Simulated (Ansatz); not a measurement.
Relaxing MoP3

All numbers below come from DFT PBE, scalar-relativistic, plane waves, PAW in Ansatz 0.2.0.

The start puts MoP3 on the Cu3Au (L1_2) structure type (Pm-3m, No. 221), with Mo in place of Au, P in place of Cu, at a guessed volume.

Input of the last, converged step (default PAW datasets):

```yaml
crystal:
  lattice:
    - [3.8621103335, 0.0, 0.0]
    - [0.0, 3.8621103335, 0.0]
    - [0.0, 0.0, 3.8621103335]
  atoms:
    - { symbol: Mo, position: [0.0, 0.0, 0.0] }
    - { symbol: P, position: [0.0, 0.5, 0.5] }
    - { symbol: P, position: [0.5, 0.0, 0.5] }
    - { symbol: P, position: [0.5, 0.5, 0.0] }
basis:
  ecutwfc: 420
kpoints:
  mp_grid: { grid: [12, 12, 12] }
hamiltonian:
  xc: pbe
scf:
  occupations: { method: gaussian, width: 0.1 }
output:
  forces: true
  stress: true
  eigenvalues: true
relax:
  adjacent_minimum: "off"
  f_tol: 0.01
  max_steps: 80
  cell: { stress_tol: 0.05 }
```

Launched as:

```bash
ansatz run input.yaml --threads 1 --pin off --max-ram 2560MiB --backend cpu --events-out ev --progress --plain --runs-dir out
```

Time: 13 s on 1 thread of Intel(R) Xeon(R) 6975P-C (Granite Rapids), on a shared host, peak memory 0.42 GiB.

End of the output:

```
SCF converged after 7 iterations
Free energy (F): -7220.649323 eV
Harris-Foulkes:  -7220.649323 eV  (|F-HF|=9.09e-13)
Internal energy: -7220.635052 eV  (E = F + TS)
E sigma→0 (E₀):  -7220.642188 eV
Entropy (-TS):   -0.014272 eV (-3.568 meV/atom)
Fermi energy:    14.639488 eV
--- Per-component energies (eV) ---
  E_band       = -28.892339
  E_kinetic    = 655.045274
  E_local      = -1221.324569  (includes V_loc(G=0)·N_el)
  E_nonlocal   = 245.609048
  E_hartree    = 435.791373
  E_xc         = -368.801525
  E_vxc        = -412.830308  (∫ρ·V_xc dr)
  E_paw        = -4909.525068  (= ΣΔE_a)
  E_vpaw       = -166.974588  (= ΣTr[D̂ρ^β])
  E_aug_tail   = 0.000058  (compensation charges beyond the density's cutoff)
  E_ewald      = -2057.429642
  E_smearing   = -0.014272  (= −TS)
  E_closure    =  0.000000  (closes the sum)
  Σ components = -7220.649323   (vs F -7220.649323, Δ=0.00e0)
--- Forces (eV/Å), atoms counted from 1 ---
  atom   1  Mo     0.00000000     0.00000000     0.00000000
  atom   2  P      0.00000000     0.00000000     0.00000000
  atom   3  P      0.00000000     0.00000000     0.00000000
  atom   4  P      0.00000000     0.00000000     0.00000000
  max |Σ_I F_I| component: 5.26e-30 eV/Å
--- Stress (GPa, compression-positive) ---
       -0.003655       0.000000       0.000000
        0.000000      -0.003655       0.000000
        0.000000       0.000000      -0.003655
  P = ⅓ Tr σ = -0.0037 GPa (-0.037 kbar)
--- Relaxed structure (3 steps of the walk, 3 accepted, 1 SCFs on fresh bases) ---
  F+E_penalty+E_count = -7220.64932349 eV   max|allowed force component| = 4.717e-30 eV/Å   (the final SCF, on the basis selected at the relaxed cell)
  cell:  # Å, volume = 57.1857 Å³
    - [3.852675, 0.000000, 0.000000]
    - [0.000000, 3.852675, 0.000000]
    - [0.000000, 0.000000, 3.852675]
  atoms:
    - { symbol: Mo, position: [0.000000, 0.000000, 0.000000] }
    - { symbol: P, position: [0.000000, 0.500000, 0.500000] }
    - { symbol: P, position: [0.500000, 0.000000, 0.500000] }
    - { symbol: P, position: [0.500000, 0.500000, 0.000000] }
```

Absolute energies hang on the potentials; compare differences alone.

The result has space group Pm-3m (No. 221). Around Mo lie 12 P at 2.72 Å; P has 4 Mo at 2.72 Å and 8 P at 2.72 Å.

Against the elements it lies at 0.60 eV/atom. Formation energies are uncorrected and refer to the elements' standard structures at the same level.

The k mesh leaves about 4 meV/atom of noise in metals.

A structure relaxed within its symmetry needn't be a true minimum.